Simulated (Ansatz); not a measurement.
A displaced shape of singlet PN:

```xyz
2

P    -0.0183   -0.0445   -0.4874
N    -0.0451    0.0187    1.0041
```

It was optimised with HF/def2-SVP in Ansatz (development build ahead of 0.2.0) to forces under 0.001 eV/Å, with restricted orbitals. Each step stands on the lowest determinant of that kind that the program's search found.

(1) What shape does it relax to, and how does the optimisation go?

Answers

(1)

```xyz
2

P    -0.0186   -0.0437   -0.4681
N    -0.0447    0.0179    0.9848
```

Bond lengths: P1–N2 1.455 Å.

```
step  E − E(start) (eV)  largest force (eV/Å)
   1             0.0000                3.1806
   2            -0.0570                1.0581
   3            -0.0634                0.0724
   4            -0.0634                0.0010
```

The optimisation ended after 4 steps with its threshold met. Caution: near this shape an unrestricted determinant lies lower.
